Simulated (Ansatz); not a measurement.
Geometry optimisation, RKS B3LYP-D4/def2-SVP (Ansatz 0.2.0).

Input file:

```yaml
crystal:
  periodic: [false, false, false]
  atoms:
    - { symbol: "N", position_ang: [-0.87425, 0.33861, -0.41982] }
    - { symbol: Si, position_ang: [0.761, 0.66275, 0.15579] }
    - { symbol: Mg, position_ang: [0.51993, -1.58993, 1.11384] }
    - { symbol: H, position_ang: [-0.9574, -0.4381, -1.06608] }
    - { symbol: H, position_ang: [-1.38272, 1.11832, -0.81682] }
    - { symbol: H, position_ang: [0.54365, 1.96447, 0.84028] }
    - { symbol: H, position_ang: [1.61906, 1.07438, -1.00771] }
    - { symbol: H, position_ang: [-0.22928, -3.1305, 1.20052] }
basis:
  gaussian: { orbitals: def2-SVP }
hamiltonian:
  xc: b3lyp
  dispersion: d4
relax:
  f_tol: 0.015
  max_steps: 40
output:
  orbitals: {}
```

Run as:

```bash
$ ansatz run input.yaml --threads 1 --pin off --max-ram 2048MiB --backend cpu --events-out ev --progress --plain --runs-dir out
```

Question: Where does it end, and by what steps?

Answer: The run converged. The force dipped under the threshold on the way, but the program's further checks kept it going. After 20 steps the energy has fallen by 0.397 eV; H5 moved furthest, 0.84 Å. Joined: N1–Mg3.

```
step  energy less start (eV)  largest force component (eV/Å)  accepted
   0                  0.0000                           0.833       yes
   1                 -0.1331                           0.756       yes
   2                 -0.1842                           0.457       yes
   3                 -0.2007                           0.224       yes
   4                 -0.1810                           0.247        no
   5                 -0.2068                           0.040       yes
   6                 -0.2072                           0.031       yes
   7                 -0.2116                           0.211       yes
   8                 -0.2410                           0.533       yes
   9                 -0.3106                           0.795       yes
  10                 -0.3199                           1.072       yes
  11                 -0.3789                           0.384       yes
  12                 -0.3697                           0.358        no
  13                 -0.3881                           0.036       yes
  14                 -0.3935                           0.102       yes
  15                 -0.3946                           0.100       yes
  16                 -0.3963                           0.060       yes
  17                 -0.3967                           0.022       yes
  18                 -0.3967                           0.024        no
  19                 -0.3969                           0.011       yes
  20                 -0.3970                           0.009       yes
```

```xyz
8
Properties=species:S:1:pos:R:3
N -0.698 0.041 -0.427
Si 0.984 0.765 0.163
Mg 0.093 -1.514 0.845
H -0.765 -0.092 -1.439
H -1.515 0.601 -0.171
H 0.588 2.091 0.756
H 1.665 1.163 -1.120
H -0.351 -3.055 1.393
```

Whether the end is a true minimum wasn't checked by a vibrational analysis.

Run time: 3.2 min on 1 thread of Intel(R) Xeon(R) Processor @ 2.50GHz (Skylake/Cascade Lake), on a shared host, peak memory 0.17 GiB.
